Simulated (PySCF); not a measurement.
dimethylamine cation (C2H7N), SMILES CNC (connectivity only; charge and spin as stated), charge +1, multiplicity 2. Atoms are numbered in the order given.

```xyz
10

C      1.2734     0.0003    -0.2074
N      0.0000     0.0000     0.4427
C     -1.2734    -0.0003    -0.2074
H      1.8409    -0.8825     0.1186
H      1.1547     0.0075    -1.2861
H      1.8476     0.8735     0.1310
H      0.0000     0.0000     1.4627
H     -1.8476    -0.8735     0.1310
H     -1.8409     0.8825     0.1186
H     -1.1547    -0.0075    -1.2861
```
Charge +1, spin multiplicity 2.

Coordinates come from a B3LYP-D3(BJ)/def2-TZVP optimisation. The multiplicity is an assumed one; other spin states were not compared.

Level of theory: PBE0/pcH-1 (PySCF).

Unrestricted Kohn–Sham, ⟨S²⟩ = 0.755. Hyperfine tensors hold the contact and dipolar terms, without spin-orbit corrections.

Computed hyperfine couplings:
```
nucleus    A(iso) (MHz)  A(iso) (G)  dipolar principal values (MHz)
---------  ------------  ----------  ------------------------------
13C no. 1         -33.6       -12.0                 -7.0, -1.5, 8.4
14N no. 2          43.4        15.5              -41.8, -41.7, 83.5
13C no. 3         -33.6       -12.0                 -7.0, -1.5, 8.4
1H no. 4          164.8        58.8                -8.0, -3.7, 11.7
1H no. 5            0.5         0.2                 -4.6, -4.5, 9.1
1H no. 6          161.4        57.6                -8.0, -3.6, 11.6
1H no. 7          -66.7       -23.8              -46.9, -11.6, 58.6
1H no. 8          161.4        57.6                -8.0, -3.6, 11.6
1H no. 9          164.8        58.8                -8.0, -3.7, 11.7
1H no. 10           0.5         0.2                 -4.6, -4.5, 9.1
```

**Question.** And the g tensor (effective nuclear charges for spin-orbit coupling, GIAO)? (Estimate from the structure and the level; the computed values follow.)

**Answer.** principal values 2.0021, 2.0040, 2.0048; isotropic 2.0037.
